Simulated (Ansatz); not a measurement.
# Isomers

Structures of Si$_{2}$H$_{3}$O (charge +1), closed shell, relaxed at PBE0-D4/def2-TZVP (vibrations not checked; lower isomers may exist, and structures with a doubtful reference or unclear bonds are left out). Ansatz 0.2.0; basis: def2-TZVPP; cores frozen in the correlated methods. B3LYP uses VWN-RPA correlation.

**Question.** Rank them by CCSD(T) energy, lowest first, and give each one's height above the lowest. Links in brackets join atoms within 1.22 times the sum of their covalent radii (1.1 for two metals). (To be estimated.)
A.
Si₂H₃O ([OH][SiH][SiH]), total charge +1
```
6
angstrom
O -1.6344 -0.5400 0.6387
Si -0.2012 -0.6539 -0.0418
Si 0.9765 1.4175 -0.2990
H 0.1915 -2.0383 -0.4237
H -2.2327 -1.2657 0.8525
H 1.5236 0.8915 1.0389
```
B.
Si₂H₃O ([O]1[SiH][SiH2]1), total charge +1
```
6
angstrom
O -0.9044 -0.3820 0.3997
Si 0.2076 -1.2041 -0.4728
Si 0.1480 0.9403 0.1933
H -0.1036 -2.6366 -0.7187
H -0.2825 1.9583 -0.7757
H 0.9349 1.3240 1.3741
```
C.
Si₂H₃O ([O][Si][SiH3]), total charge +1
```
6
angstrom
O 0.9621 -2.5652 1.1770
Si 0.4809 -1.2826 0.5883
Si -0.3089 0.8237 -0.3779
H -1.4992 0.3048 -1.0792
H 0.8824 1.1488 -1.1859
H -0.5173 1.5705 0.8778
```

**Answer.** Computed: B (0.0 kJ/mol), A (56.8 kJ/mol), C (71.2 kJ/mol). Heights count from the lowest.

**Question.** Do PBE-D4, r2SCAN-D4, PBE0-D4, B3LYP-D4, wB97M-V, HF, MP2 give the same order? (Judge from chemistry; the calculation decides.)

**Answer.** By the calculation: Lowest first: MP2 B < C < A. The others agree with CCSD(T).

No T1 diagnostic of these runs exceeds 0.026. The T1 diagnostic is large here, which may signal multireference character or strong orbital relaxation, so CCSD(T) is less sure. The restricted Hartree–Fock reference is unstable towards an unrestricted one at one or more of these structures.

For scale, one of the runs: CCSD(T)/def2-TZVPP, 157 basis functions, launched by `ansatz run in.yaml --threads 2 --pin off --events-out ev --progress --plain --max-ram 4352MiB`. Hardware: 2 CPU threads of an Intel Xeon Platinum 8259CL, shared host. Wall time 11 s; peak host memory 1 GiB.
